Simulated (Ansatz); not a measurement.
**CH4B2: small, medium and large basis sets**

The task here is to estimate one member of a computed series from the others.

The runs use Ansatz 0.2.0, Gaussian basis; one geometry, several basis sets.

Plan: PBE0-D4/def2-SVP; ωB97M-V/def2-SVP; PBE0-D4/def2-QZVPP; ωB97M-V/def2-QZVPP; the functionals' def2-TZVPP values are taken from earlier runs.

1 further run of the same task is left out (it didn't finish).

### The geometry

An earlier PBE0-D4 in a triple-zeta def2 set relaxation fixed the geometry.

SMILES `B1BC1`, 7 atoms, charge 0, spin multiplicity 1.

Atoms are counted from 1 here; the program's logs count them from 0.

Bond lengths: B1–B2 1.543 Å, B1–C3 1.462 Å, B1–H4 1.180 Å, B2–C3 1.596 Å, B2–H5 1.188 Å, C3–H6 1.086 Å, C3–H7 1.146 Å. Angles: B2–B1–C3 64.1°, B2–B1–H4 159.8°, C3–B1–H4 136.1°, B1–B2–C3 55.5°, B1–B2–H5 170.0°, C3–B2–H5 134.6°, B1–C3–B2 60.4°, B1–C3–H6 139.0°, B1–C3–H7 120.7°, B2–C3–H6 160.6°, B2–C3–H7 60.3°, H6–C3–H7 100.3°.

As a file:

```xyz
7

B    -0.9144   -0.3370   -0.4128
B     0.4093    0.3673   -0.7758
C     0.0389   -0.1669    0.6822
H    -1.9899   -0.8046   -0.5386
H     1.3487    0.9202   -1.2469
H     0.1197   -0.3927    1.7416
H     1.0488    0.3457    0.5045
```

The first run:

The input, in.yaml:

```yaml
crystal:
  periodic: [false, false, false]
  atoms:
    - {symbol: B, position_ang: [-0.914352, -0.336970, -0.412780]}
    - {symbol: B, position_ang: [0.409269, 0.367306, -0.775811]}
    - {symbol: C, position_ang: [0.038918, -0.166918, 0.682190]}
    - {symbol: H, position_ang: [-1.989905, -0.804642, -0.538623]}
    - {symbol: H, position_ang: [1.348716, 0.920218, -1.246942]}
    - {symbol: H, position_ang: [0.119719, -0.392680, 1.741637]}
    - {symbol: H, position_ang: [1.048837, 0.345686, 0.504530]}
basis:
  gaussian: {orbitals: def2-SVP}
hamiltonian: {xc: pbe0, dispersion: d4}
output: {orbitals: {seedname: orbitals}}
```

On the command line:

```
> ansatz run in.yaml --threads 2 --pin off --events-out ev --progress --plain --max-ram 4352MiB
```

Among the steps run: PBE0-D4 in def2-SVP; ωB97M-V in def2-SVP; PBE0-D4 in def2-QZVPP; ωB97M-V in def2-QZVPP.

One table of the session follows, with a row left open; its other results are not shown here.

It belongs to the step «Functionals by basis». 

| functional | basis | HOMO (eV) |
| --- | --- | --- |
| PBE0-D4 | def2-SVP | -7.43 |
| PBE0-D4 | def2-TZVPP | -7.50 |
| PBE0-D4 | def2-QZVPP | -7.51 |
| ωB97M-V | def2-SVP | -9.65 |
| ωB97M-V | def2-TZVPP | ? |
| ωB97M-V | def2-QZVPP | -9.75 |

Estimate the missing values for ωB97M-V, def2-TZVPP.

**Answer.** HOMO (eV): -9.74. In the column «HOMO (eV)» it lies between ωB97M-V, def2-QZVPP (-9.75) and ωB97M-V, def2-SVP (-9.65).
